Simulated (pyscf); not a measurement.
A first-order saddle from PySCF, ωB97X-D3(BJ)/def2-SVP:

```xyz
11

C     -1.1130     2.1408    -0.9892
C     -0.5682     0.8465    -0.3741
Zn    -1.6357     0.1171     1.0800
H     -2.1223     2.0016    -1.4100
H     -1.1869     2.9496    -0.2438
H     -0.4687     2.5104    -1.8066
H      0.4556     1.0036     0.0090
H     -0.4725     0.0633    -1.1466
H     -1.6962    -1.2308     2.2261
H     -3.1006     0.4285     2.0245
H     -2.5339    -0.4937     2.3112
```
Charge 0, spin multiplicity 1.

Surface: singlet, charge 0. Lowest wavenumbers (cm⁻¹): 1561i, 61, 179, 213, 275.

**Question.** Which two sides does it connect, and which bonds change?

**Answer.** H₃C–CH₂–ZnH + H₂ ⇌ H₃C–CH₂–ZnH + H₂, a four-centre exchange read from left to right: H–Zn, H–H broken and H–Zn, H–H formed. At ωB97M-D3(BJ)/def2-TZVP it lies +38.9 kcal/mol from the left side and +38.9 kcal/mol from the right (each side as separated species at their lowest minima found). At the saddle there is also a short H–Zn contact that neither side keeps. This is the saddle that the search found; another between the same sides may lie lower. Elements up to Kr have no core potential and no relativistic terms here.
